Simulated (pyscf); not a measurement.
Thermochemistry of product channels of F–SiH(F)–F + silylene (SiH₂) [singlet] on the singlet surface, in eV, from ωB97M-D3(BJ)/def2-TZVP energies (ideal gas, 1 atm, RRHO with modes under 100 cm⁻¹ raised to 100, one conformer, R ln 2 for chiral ones without a mode under 150 cm⁻¹). Single points on ωB97X-D3(BJ)/def2-SVP structures (PySCF, gas phase).

```json
[
 {"products": "F–SiH₃ + difluorosilylene (F–Si:–F) [singlet]", "ΔE": "-0.75", "ΔH(298 K)": "-0.70", "ΔG(600 K)": "-0.75", "ΔG(900 K)": "-0.76"},
 {"products": "F–Si(F)(F)–SiH: [singlet] + hydrogen (H₂)", "ΔE": "+0.28", "ΔH(298 K)": "+0.24", "ΔG(600 K)": "+0.30", "ΔG(900 K)": "+0.28"},
 {"products": "F–Si(F)(F)–SiH₃", "ΔE": "-2.26", "ΔH(298 K)": "-2.15", "ΔG(600 K)": "-1.26", "ΔG(900 K)": "-0.84"},
 {"products": "F–SiH: [singlet] + F–SiH₂–F", "ΔE": "-0.07", "ΔH(298 K)": "-0.03", "ΔG(600 K)": "-0.12", "ΔG(900 K)": "-0.16"},
 {"products": "F–SiH₂–SiH(F)–F", "ΔE": "-1.76", "ΔH(298 K)": "-1.63", "ΔG(600 K)": "-0.78", "ΔG(900 K)": "-0.37"}
]
```

These are energies of the channels, which say nothing of barriers.
